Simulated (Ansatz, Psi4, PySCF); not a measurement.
Process, species as SMILES: [O]C=O → O=[C]O

Wanted: isomerisation energy (electronic), in kcal/mol. Conventions: spin-orbit terms left out; valence correlation only; 6-31G* and kin with 6d, 5d where marked; UHF or UKS for open shells; dispersion terms only where a functional's name holds one; 6-311+G** with 5d; non-relativistic. Ab initio and DFT rows: single points at B3LYP-D3(BJ) geometries (Ansatz, an electronic-structure program).

```json
[
 {"level": "SVWN5/6-31G*", "program": "Ansatz", "isomerisation energy (electronic) (kcal/mol)": "-1.0"},
 {"level": "PBE/def2-SVP", "program": "Ansatz", "isomerisation energy (electronic) (kcal/mol)": "-3.7"},
 {"level": "PBE/6-311+G**", "program": "Ansatz", "isomerisation energy (electronic) (kcal/mol)": "-4.3"},
 {"level": "BP86/def2-SVP", "program": "PySCF", "isomerisation energy (electronic) (kcal/mol)": "-3.9"},
 {"level": "B3LYP/STO-3G", "program": "Ansatz", "isomerisation energy (electronic) (kcal/mol)": "-12.0"},
 {"level": "B3LYP/6-31+G*", "program": "Ansatz", "isomerisation energy (electronic) (kcal/mol)": "-7.4"},
 {"level": "B3LYP/6-311+G**", "program": "Ansatz", "isomerisation energy (electronic) (kcal/mol)": "-9.9"},
 {"level": "PBE0/6-311+G**", "program": "Ansatz", "isomerisation energy (electronic) (kcal/mol)": "-11.1"},
 {"level": "wB97X-D/6-31G*", "program": "Psi4", "isomerisation energy (electronic) (kcal/mol)": "-9.6"},
 {"level": "r2SCAN-D4/def2-TZVPD", "program": "Ansatz + dftd4", "isomerisation energy (electronic) (kcal/mol)": "-7.1"},
 {"level": "PBE0/def2-TZVPD", "program": "Ansatz", "isomerisation energy (electronic) (kcal/mol)": "-11.4"},
 {"level": "B2PLYP-D3(BJ)/def2-TZVPD", "program": "Ansatz + dftd3", "isomerisation energy (electronic) (kcal/mol)": "-13.9"}
]
```

No value to compare with is used here. The 9 habitual levels span -12.0 (B3LYP/STO-3G) to -1.0 kcal/mol (SVWN5/6-31G*); B2PLYP-D3(BJ)/def2-TZVPD gives -13.9.

The levels are drawn from those run, B3LYP/6-31G* more often than the rest, none by its result; runs whose electronic state is in doubt are left out.
